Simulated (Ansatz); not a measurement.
fcc Rh was calculated with r²SCAN (PAW; Ansatz, an electronic-structure program).

Run with plane-wave cutoff 500 eV, 3×3×3 k mesh, Fermi–Dirac smearing 0.1 eV, cell of 256 sites, scalar-relativistic PAW data made under PBE.

Task: Give the computed vacancy formation energy and vacancy formation energy before relaxation.

Result: 
- vacancy formation energy = 1.81 eV
- vacancy formation energy before relaxation = 1.90 eV

Note: energies are extrapolated to zero smearing, and mesh and cell size move such values by some hundredths of an eV or more.

The computed numbers hold no vibrational or temperature effects.
